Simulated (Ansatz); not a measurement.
Results of r²SCAN (PAW; Ansatz, a first-principles code) for Ce₃S₄ (I-43d, No. 220; cell taken from a computed entry).

Run with plane-wave cutoff 500 eV, 8×8×8 k mesh, Fermi–Dirac smearing 0.05 eV, spin-polarised start, scalar-relativistic PAW data made under PBE.

Computed at the level's own relaxed cell.

Give the computed equilibrium volume per atom and equilibrium lattice constant a.


equilibrium volume per atom: 23.39 Å³/atom
equilibrium lattice constant a: 8.684 Å

Note: the magnetic order was assumed, not searched for or taken from measurement; the relaxation could not lower the start's symmetry, so the cell can be a saddle point above a distorted one; the 4f shell is treated without U or exact exchange, so its levels and filling can be wrong.

Spin–orbit coupling is not included.

Computed values are for the static lattice.
